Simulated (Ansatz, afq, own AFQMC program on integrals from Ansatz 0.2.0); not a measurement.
# Ga, quartet: AFQMC among the cluster methods

A free Ga atom.

Basis aug-cc-pVTZ. Noble-gas cores (and the filled d shells of Ga–Kr and In–Xe) are frozen. AFQMC by an in-house program on the Cholesky factors that Ansatz 0.2.0 writes for its CCSD(T) run. The CISD trial takes its coefficients from CCSD amplitudes. Released means that phaseless walkers are propagated on without the constraint, phases kept. ± is one standard error of the sampling. No spin–orbit coupling.

Determinant: UHF, the one that the program's search chose, which needn't be the lowest solution.

Full CI on the same integrals is exact in this basis and with this determinant's frozen core.

Cautions: no relativity below Rb; no spin-orbit coupling; inner d shell frozen; another spin lies lower (by 4.05 eV).

* T1 diagnostic: 0.0039
* weight of the determinant in the CISD state: 0.985
* ⟨S²⟩ of the determinant: 3.752
* size of the correlated space: 3 electrons in 45 orbitals

Reference: full CI, correlation energy -0.333 eV. The released energy is read at 2.40 1/Eh (meV from the phaseless value at times in 1/Eh: 0.6 ± 0.9 at 0.24, 0.1 ± 0.7 at 0.51, -1.7 ± 1.9 at 0.99, -5 ± 4 at 1.62, -0.2 ± 0.5 at 2.40).

| level | E − E(reference) (kJ/mol) | share of correlation (%) |
| --- | --- | --- |
| HF | 32.2 | 0.00 |
| MP2 | 11.0 | 65.77 |
| CCSD | 0.4 | 98.77 |
| CCSD(T) | 0.1 | 99.60 |
| ph-AFQMC/HF | 1.4 ± 0.4 | 95.59 |
| ph-AFQMC/CISD | 0.0 ± 0.08 | 99.86 |
| released AFQMC | 0.0 ± 0.04 | 99.93 |

A walk keeps the symmetry of its determinant, which the program's search chose and which needn't be the lowest solution, so a lower state of the same spin and another symmetry isn't excluded. Released energies are given only where the last usable release times agree within the noise; a slower fall can still hide under it.
